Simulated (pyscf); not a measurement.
Single points on ωB97X-D3(BJ)/def2-SVP structures (PySCF, gas phase). Correlated levels are frozen-core, on RHF or UHF. ΔMP2 is the change of the MP2 total energy from the triple- to the quadruple-zeta basis.

Question: PBE/def2-TZVP puts the barrier of `[SiH3]` [doublet] + `[ClH]` → `[SiH3][Cl]` + `[H]` [doublet] (atom transfer; doublet surface; Cl–H broken, Cl–Si formed) at 34.7 kJ/mol and the reaction energy at -13.3 kJ/mol, from the separated reactants. What do r²SCAN/def2-TZVP, PBE0-D3(BJ)/def2-TZVP, CCSD(T)/def2-TZVPP + ΔMP2(QZVPP) give on the same structures?

Answer: r²SCAN: ΔE‡ = 42.2 kJ/mol, ΔE = -12.7 kJ/mol; PBE0-D3(BJ): ΔE‡ = 47.2 kJ/mol, ΔE = -20.3 kJ/mol; CCSD(T): ΔE‡ = 70.2 kJ/mol, ΔE = -15.3 kJ/mol. PBE's barrier lies under all of them, by 7.5 to 35.6 kJ/mol. Its reaction energy matches one of them and lies within 7.1 kJ/mol of the others. One saddle was located; it need not be the lowest between these sides. The angle at the transferred Cl is 180°. The CCSD(T) − MP2 part came from Ansatz, without density fitting, on the same reference.
